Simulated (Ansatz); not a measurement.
Relaxed structures of Al$_{2}$H$_{3}$S, doublet (PBE0-D4/def2-TZVP; forces vanish, vibrations not checked; lower isomers may exist, and structures with a doubtful reference or unclear bonds are left out; Å). Ansatz 0.2.0; basis: def2-TZVPP; cores frozen in the correlated methods; orbitals are unrestricted.

(1) Rank them by CCSD(T) energy, lowest first, and give each one's height above the lowest. Links in brackets join atoms within 1.22 times the sum of their covalent radii (1.1 for two metals). (An estimate is asked for; the value comes from the calculation.)
A.
Al₂H₃S ([AlH2][Al][SH])
```
6
angstrom
Al -0.9106 0.7489 -1.2382
Al 0.1088 -0.0654 0.9675
S 1.7658 -1.4806 1.2530
H -2.2482 0.0646 -1.7625
H -0.4599 2.1613 -1.8162
H 1.7440 -1.4287 2.5964
```
B.
Al₂H₃S ([S][Al]1[H][AlH2]1)
```
6
angstrom
Al -1.1421 0.8459 -1.2897
Al 0.4641 -0.4536 0.2767
S 1.5236 -1.3822 1.7236
H -2.2260 -0.0942 -1.9331
H -0.6246 2.2935 -1.6197
H -1.0424 0.5531 0.4161
```
C.
Al₂H₃S ([AlH][AlH][SH])
```
6
angstrom
Al -0.9149 0.6485 -1.0961
Al -0.0108 -0.1469 1.1644
S 1.6909 -1.5382 1.1189
H -2.1244 0.0663 -1.9706
H -0.3640 0.5089 2.5697
H 1.9292 -1.4462 2.4385
```

The T1 diagnostic stays at or below 0.026. ⟨S²⟩ of the unrestricted Hartree–Fock references: 0.77 to 0.81 (a pure state has 0.75). The unrestricted reference is spin-contaminated, which hurts MP2 most.

Results:

(1) By the calculation: A (0.0 kJ/mol), C (6.0 kJ/mol), B (42.2 kJ/mol). Heights count from the lowest.

For scale, one of the runs: CCSD(T)/def2-TZVPP, 168 basis functions, launched by `ansatz run in.yaml --threads 2 --pin off --events-out ev --progress --plain --max-ram 4352MiB`. The run took 51 s on 2 CPU threads of an Arm Neoverse V2 (shared host), with 2.7 GiB of host memory at its peak.
